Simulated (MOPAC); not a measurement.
MOPAC input (PM6):

```
PM6 FORCE THERMO(298,298) PRECISE LET UHF MS=0.5 GEO-OK AUX(PRECISION=9) THREADS=1
C4H7

C     0.22763083 1    0.13232445 1    1.41345015 1
C     0.00795714 1    0.07688878 1    0.04286063 1
H     0.37635213 1    1.05981060 1    1.93634564 1
H     0.26254917 1   -0.74526092 1    2.03211237 1
C    -0.02982136 1    1.22936331 1   -0.73564501 1
H     0.10590705 1    2.21093927 1   -0.31956053 1
H    -0.19621563 1    1.20543785 1   -1.79666134 1
C    -0.18242737 1   -1.25465622 1   -0.62446430 1
H    -0.37296144 1   -2.06246843 1    0.09260056 1
H    -1.02730461 1   -1.23945103 1   -1.32523245 1
H     0.71312184 1   -1.53263666 1   -1.19740478 1
```

From the last part of the output:

```
     H   11   0.010924   3.464309   0.440724   0.442804   4.223171

          HEAT OF FORMATION =      21.614175 KCALS/MOLE

          ZERO POINT ENERGY      53.700 KCAL/MOL

           NORMAL COORDINATE ANALYSIS (Total motion = 1 Angstrom)

   Root No.       1         2         3         4         5         6         7         8

                 1 A       2 A       3 A       4 A       5 A       6 A       7 A       8 A

                  23.9     406.9     409.3     424.4     447.9     471.8     937.6     938.6

           1   -0.0015   -0.0070    0.0445    0.0146    0.0008   -0.0026    0.0007   -0.0073
           2    0.0014    0.0016   -0.0228    0.0645   -0.0001   -0.0035   -0.0132    0.0328
           3   -0.0222    0.0107    0.0005   -0.0011    0.0092   -0.0266   -0.0119   -0.0069
           4   -0.0023   -0.0074    0.0467    0.0151    0.0007   -0.0026   -0.0020    0.0015
           5   -0.0012   -0.0010    0.0164   -0.0480   -0.0001    0.0034    0.0023    0.0001
           6    0.0031   -0.0119    0.0003    0.0062   -0.0024    0.1232    0.0058    0.0031
           7    0.0002   -0.0047    0.0079    0.1172    0.0010   -0.0092    0.0553   -0.1420
           8    0.0026    0.0032   -0.0478    0.1339    0.0001   -0.0080    0.0277   -0.0672
           9   -0.0267   -0.1746   -0.0380   -0.0149    0.2739   -0.1214    0.0678    0.0381
          10   -0.0040   -0.0085    0.0785   -0.0894    0.0002    0.0038   -0.0562    0.1293
          11    0.0029    0.0027   -0.0458    0.1359    0.0003   -0.0080    0.0289   -0.0681
          12   -0.0391    0.2353    0.0428    0.0057   -0.2219   -0.0808    0.0369    0.0232
          13    0.0006    0.0043   -0.0186   -0.0600   -0.0007    0.0046   -0.0141    0.0243
          14   -0.0021   -0.0079    0.0541   -0.0010    0.0009   -0.0007    0.0171   -0.0253
          15    0.0208    0.0101    0.0021   -0.0014   -0.0083   -0.0284   -0.0529   -0.0233
          16    0.0030    0.0186   -0.0938   -0.1475   -0.0017    0.0132    0.0850   -0.1385
          17   -0.0011   -0.0015    0.0203   -0.0407    0.0004    0.0032    0.0573   -0.0908
          18    0.0183   -0.1905   -0.0322   -0.0137   -0.2574   -0.1393    0.2271    0.0986
          19    0.0006    0.0046   -0.0221   -0.0649   -0.0012    0.0051   -0.0057    0.0094
          20   -0.0059   -0.0237    0.1347    0.0987    0.0018   -0.0095   -0.0890    0.1488
          21    0.0376    0.2466    0.0400    0.0040    0.2087   -0.0704    0.2157    0.0950
          22    0.0017    0.0063   -0.0485    0.0350   -0.0004   -0.0007    0.0111   -0.0133
          23    0.0011    0.0065   -0.0376   -0.0353   -0.0006    0.0026   -0.0034   -0.0057
          24    0.0004   -0.0130   -0.0025   -0.0009    0.0004   -0.0136    0.0211    0.0095
          25   -0.0495    0.0171   -0.1356    0.0479   -0.0022   -0.0135   -0.0396    0.0620
          26   -0.0343    0.0023    0.0215   -0.0429   -0.0004    0.0336    0.0444   -0.0469
          27    0.2627   -0.0265    0.0062   -0.0074    0.0041   -0.0934   -0.0357   -0.0191
          28   -0.1718    0.0014   -0.0627    0.0355    0.0013   -0.0480   -0.0329   -0.0202
          29   -0.0820    0.0301   -0.1190   -0.0107   -0.0062    0.0974    0.0144    0.1002
          30   -0.1976   -0.0203   -0.0152   -0.0020    0.0027   -0.0726   -0.0330   -0.0106
          31    0.2405    0.0163   -0.0594    0.0448   -0.0039    0.0639    0.0451    0.0385
          32    0.1277   -0.0036   -0.0845   -0.0372    0.0029   -0.1298   -0.1173    0.0009
          33   -0.0804   -0.0206   -0.0081   -0.0053    0.0028   -0.0725   -0.0267   -0.0137

   Root No.       9        10        11        12        13        14        15        16

                 9 A      10 A      11 A      12 A      13 A      14 A      15 A      16 A

                 940.4     963.0    1002.2    1024.8    1041.5    1238.0    1248.3    1303.7

           1   -0.0024    0.0248    0.0356    0.0076    0.0715   -0.0068    0.0019   -0.0578
           2    0.0017   -0.0430   -0.0070    0.0077    0.0338   -0.0024    0.0005   -0.0071
           3   -0.0660   -0.0070   -0.0006   -0.0219    0.0039    0.0004   -0.0007    0.0000
           4   -0.0006    0.0067   -0.0162    0.0021    0.0146    0.0135   -0.0003    0.0699
           5    0.0016   -0.0172   -0.0090   -0.0023   -0.0218    0.0052   -0.0025    0.0417
           6    0.0041    0.0056    0.0008    0.0540   -0.0104   -0.0001   -0.0039    0.0000
           7   -0.0081    0.1829    0.0562   -0.0141   -0.0182    0.0108   -0.0048    0.1399
           8   -0.0024    0.0720    0.0108   -0.0089   -0.0366    0.0078   -0.0044    0.1148
           9    0.2738    0.0279    0.0044    0.0556   -0.0091   -0.0013    0.0028    0.0004
          10    0.0034   -0.1258    0.0118    0.0372    0.2194    0.0005    0.0019    0.0899
          11   -0.0023    0.0680    0.0070   -0.0138   -0.0745   -0.0054    0.0000   -0.0863
          12    0.2780    0.0273    0.0038    0.0784   -0.0147   -0.0021    0.0044   -0.0003
          13   -0.0018    0.0206   -0.0033   -0.0110   -0.0680   -0.0075   -0.0004   -0.0357
          14    0.0024   -0.0278    0.0401   -0.0048   -0.0486   -0.0065   -0.0004   -0.0463
          15    0.0236   -0.0062    0.0000   -0.0217    0.0038   -0.0004    0.0002   -0.0001
          16    0.0122   -0.1151    0.0843    0.0113    0.0367    0.0248    0.0064    0.1627
          17    0.0083   -0.0850    0.0732    0.0039   -0.0095    0.0089    0.0022    0.0547
          18   -0.0806    0.0239   -0.0025    0.0600   -0.0098    0.0014   -0.0010   -0.0001
          19   -0.0003    0.0086    0.0018   -0.0085   -0.0533   -0.0058   -0.0003   -0.0258
          20   -0.0105    0.1073   -0.0593   -0.0381   -0.2265    0.0009    0.0002    0.1208
          21   -0.1136    0.0237   -0.0022    0.0800   -0.0156    0.0023   -0.0011    0.0004
          22    0.0036   -0.0402   -0.0463    0.0010   -0.0237   -0.0405   -0.0033   -0.0068
          23   -0.0034    0.0570   -0.0362    0.0025    0.0535   -0.0113    0.0097   -0.0079
          24    0.0137   -0.0007   -0.0006   -0.0531    0.0122   -0.0016   -0.0359   -0.0001
          25   -0.0082   -0.0216    0.2039    0.0119   -0.0559   -0.0907   -0.0898    0.0555
          26    0.0152    0.0409   -0.2005   -0.0417    0.0796    0.0772   -0.0407   -0.0493
          27   -0.0273   -0.0031   -0.0025    0.0924   -0.0277   -0.0972    0.3806    0.0153
          28   -0.0211   -0.0372   -0.0242    0.0917   -0.0521    0.2063    0.1436   -0.0275
          29    0.0256    0.0893    0.2068   -0.1499    0.0673   -0.0232    0.2024    0.0612
          30   -0.0190   -0.0059    0.0037    0.0746   -0.0303    0.2564    0.1477   -0.0312
          31    0.0359   -0.0334    0.0259   -0.1257   -0.0101    0.3472   -0.0329   -0.0331
          32   -0.0607    0.0758    0.1062    0.2108   -0.0011    0.1119   -0.2457    0.0163
          33   -0.0178    0.0058    0.0011    0.0667   -0.0054   -0.1395   -0.0528    0.0180

   Root No.      17        18        19        20        21        22        23        24

                17 A      18 A      19 A      20 A      21 A      22 A      23 A      24 A

                1332.8    1345.5    1348.5    1485.6    2692.5    2695.8    2735.2    2739.4

           1    0.0095    0.0224   -0.0078    0.0997    0.0002    0.0009    0.0010    0.0006
           2    0.0019    0.0088   -0.0005   -0.0187    0.0003    0.0023   -0.0307    0.0274
           3   -0.0000    0.0000    0.0000    0.0000   -0.0001   -0.0000    0.0000   -0.0000
           4    0.0112   -0.0535   -0.0467   -0.0938   -0.0004   -0.0024   -0.0016   -0.0019
           5   -0.0088   -0.0541    0.0011    0.1587    0.0004   -0.0008   -0.0012    0.0032
           6   -0.0006    0.0003   -0.0006   -0.0002   -0.0023    0.0002   -0.0000    0.0000
           7   -0.1041    0.0227    0.1890    0.0399    0.0016    0.0099   -0.1449    0.1250
           8   -0.0712    0.0058    0.1271   -0.0284   -0.0020   -0.0130    0.2012   -0.1713
           9    0.0001   -0.0004   -0.0003    0.0001    0.0001    0.0000   -0.0000    0.0000
          10   -0.0876    0.0855    0.1862   -0.0766   -0.0018   -0.0131    0.1361   -0.1249
          11    0.0620   -0.0435   -0.1272    0.1061   -0.0024   -0.0191    0.1844   -0.1705
          12   -0.0000   -0.0000   -0.0006   -0.0000    0.0001    0.0001   -0.0001    0.0001
          13   -0.0081    0.0022    0.0170   -0.0340   -0.0000    0.0021   -0.0221   -0.0271
          14   -0.0078   -0.0015    0.0153   -0.0919   -0.0000   -0.0004    0.0149    0.0162
          15   -0.0000   -0.0001    0.0001   -0.0001   -0.0001    0.0000   -0.0000   -0.0000
          16    0.0894    0.2506   -0.0752    0.0045    0.0002   -0.0048    0.0835    0.0936
          17    0.0389    0.1180   -0.0268   -0.0468   -0.0005    0.0126   -0.1993   -0.2276
          18    0.0002    0.0011   -0.0000    0.0001    0.0002   -0.0001    0.0000   -0.0000
          19   -0.0067   -0.0085    0.0108   -0.0485    0.0001   -0.0209    0.1968    0.2416
          20    0.0723    0.2992   -0.0257    0.1267    0.0001   -0.0008    0.0164    0.0193
          21   -0.0002    0.0011   -0.0004    0.0001    0.0004   -0.0002    0.0004    0.0005
          22    0.0146   -0.0022    0.0232    0.0268   -0.0028   -0.0409   -0.0024    0.0006
          23   -0.0295    0.0271   -0.0319   -0.0480   -0.0024   -0.0237   -0.0013   -0.0011
          24   -0.0009    0.0008   -0.0010   -0.0004   -0.0499    0.0034    0.0000    0.0002
          25   -0.1579    0.0039   -0.1316    0.0477    0.0848    0.2364    0.0116    0.0051
          26    0.1074    0.0103    0.0875   -0.0448    0.1172    0.3404    0.0180    0.0054
          27   -0.0047   -0.0080   -0.0017    0.0087    0.0077    0.0998    0.0049    0.0018
          28   -0.0150    0.0057    0.0067    0.0214   -0.2497    0.2515    0.0131   -0.0049
          29    0.1785   -0.1004    0.0849   -0.0611    0.0055   -0.0189   -0.0012   -0.0006
          30   -0.0319    0.0134   -0.0081    0.0218    0.1905   -0.2353   -0.0120    0.0048
          31   -0.0427    0.0109   -0.0152    0.0267    0.2016    0.0203    0.0023   -0.0036
          32    0.1387   -0.0547    0.0712   -0.0536   -0.0973   -0.0313   -0.0021    0.0013
          33    0.0550   -0.0200    0.0297   -0.0237    0.4264    0.0933    0.0069   -0.0087

   Root No.      25        26        27

                25 A      26 A      27 A

                2784.1    2787.7    2794.2

           1   -0.0192   -0.0072    0.0145
           2   -0.0011    0.0004    0.0004
           3    0.0000    0.0000    0.0000
           4   -0.0036   -0.0021   -0.0004
           5   -0.0020    0.0038    0.0006
           6   -0.0000   -0.0000   -0.0000
           7    0.1215    0.0505   -0.0858
           8   -0.1944   -0.0786    0.1369
           9    0.0000   -0.0000   -0.0000
          10    0.1334    0.0442   -0.0901
          11    0.2086    0.0710   -0.1414
          12   -0.0001   -0.0000    0.0000
          13   -0.0108    0.0035   -0.0080
          14   -0.0154    0.0064   -0.0123
          15   -0.0000    0.0000   -0.0000
          16   -0.1001    0.0413   -0.0730
```
